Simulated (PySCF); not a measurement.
**Computed properties of disilane (H6Si2), SMILES [SiH3][SiH3]**

H₆Si₂, SMILES [SiH3][SiH3]. Geometry: TPSSh-D3(BJ)/def2-TZVP. Other conformers were not sampled. All values are computed for the isolated molecule unless a solvent is named; none is compared with measurement here.

**Structure.** The optimised structure has D3d symmetry. All 18 harmonic modes at TPSSh-D3(BJ)/def2-TZVP (PySCF) are real, so it is a minimum.

**Vibrations.** The strongest infrared lines (harmonic, unscaled, degenerate partners summed) lie at 855 cm⁻¹ (508 km/mol, H 91 %, Si 9 %), 2245 cm⁻¹ (366 km/mol, H 96 %), 962 cm⁻¹ (167 km/mol, H 97 %). The softest mode is at 133 cm⁻¹ and the zero-point energy is 30.9 kcal/mol.

**Electronic structure.** r2SCAN/def2-TZVPD (PySCF) places the frontier levels at -7.53 and -0.32 eV, a gap of 7.21 eV, and gives a dipole moment of 0.00 D and a mean polarisability of 62.4 bohr³. PBE/def2-TZVPD (PySCF) at the same geometry gives -7.27 and -0.63 eV, so its gap is 0.57 eV narrower. An orbital gap is neither the optical nor the fundamental gap.

**Excitations.** TDDFT-B3LYP/def2-SVPD (PySCF) has S1 at 7.42 eV (167 nm, f = 0.000, dark); the most intense of the 10 singlets computed lies at 7.68 eV (f = 0.46). Strengths of degenerate partners are summed. T1 (TDA) is at 6.56 eV. TDDFT-PBE/def2-SVPD (PySCF) puts S1 at 7.10 eV. No vertical singlet excitation falls in the visible range (under 3.1 eV).

**NMR.** GIAO shifts at KT2/pcSseg-2 (PySCF) (non-relativistic, atoms alike by connectivity averaged): ¹H at 3.7 ppm against TMS; ²⁹Si at -115.4 ppm against TMS.
